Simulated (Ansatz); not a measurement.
C₂H₆Li (charge +1), singlet: a pair in one relaxed arrangement.

The input file, in.yaml:

```yaml
crystal:
  periodic: [false, false, false]
  atoms:
    - {symbol: Li, position_ang: [0.139961, 0.244254, -1.862796]}
    - {symbol: C, position_ang: [0.206713, 0.672933, 0.431953]}
    - {symbol: C, position_ang: [-0.236613, -0.722800, -0.010932]}
    - {symbol: H, position_ang: [0.470983, 1.398630, -0.362115]}
    - {symbol: H, position_ang: [-0.582076, 1.161529, 1.003041]}
    - {symbol: H, position_ang: [1.096165, 0.610921, 1.058120]}
    - {symbol: H, position_ang: [-0.464474, -1.330648, 0.863826]}
    - {symbol: H, position_ang: [0.544945, -1.299456, -0.532607]}
    - {symbol: H, position_ang: [-1.175602, -0.735262, -0.588591]}
basis:
  gaussian: {orbitals: "def2-TZVPPD.json"}
total_charge: 1
hamiltonian: {xc: {name: BLYP}, dispersion: d4}
```

The basis file named in the input lies beside it (Basis Set Exchange, JSON).

Launched with

```bash
ansatz run in.yaml --threads 2 --pin off --events-out ev --progress --plain --max-ram 5222MiB
```

The run's output (Ansatz 0.2.0):

```
Functional definition: BLYP
  name "BLYP"
  cite "Becke, Phys. Rev. A 38, 3098 (1988) doi:10.1103/PhysRevA.38.3098"
  cite "Lee, Yang & Parr, Phys. Rev. B 37, 785 (1988) doi:10.1103/PhysRevB.37.785"
  parameter beta = 0.0042
  parameter a = 0.04918
  parameter b = 0.132
  parameter c = 0.2533
  parameter d = 0.349
  exchange = b88_x(beta = beta)
  correlation = lyp_c(a = a, b = b, c = c, d = d)
858 factors; their error is unknown
mean field evaluation 1: about -2346.7462 eV, gradient 1.0e2 eV
mean field evaluation 2: about -2254.1204 eV, gradient 1.6e2 eV
mean field evaluation 4: about -2370.2302 eV, gradient 6.9e0 eV
mean field evaluation 8: about -2370.3586 eV, gradient 2.7e-1 eV
mean field evaluation 16: about -2370.3263 eV, gradient 6.0e-5 eV
mean field -2370.32632113 eV, -87.1078856367 hartree, gradient 1.6e-5 eV, S^2 0.000000; 0 other end points of the search recorded, 0 dependent functions left out
reference -2370.32661344 eV, -87.1078963789 hartree; 10, 10 occupied and 188, 188 virtual orbitals, 858 factors
Total energy: -2370.52159471 eV, -87.1150618083 hartree
```

The run took about 2.4 s on 2 CPU threads (shared host).
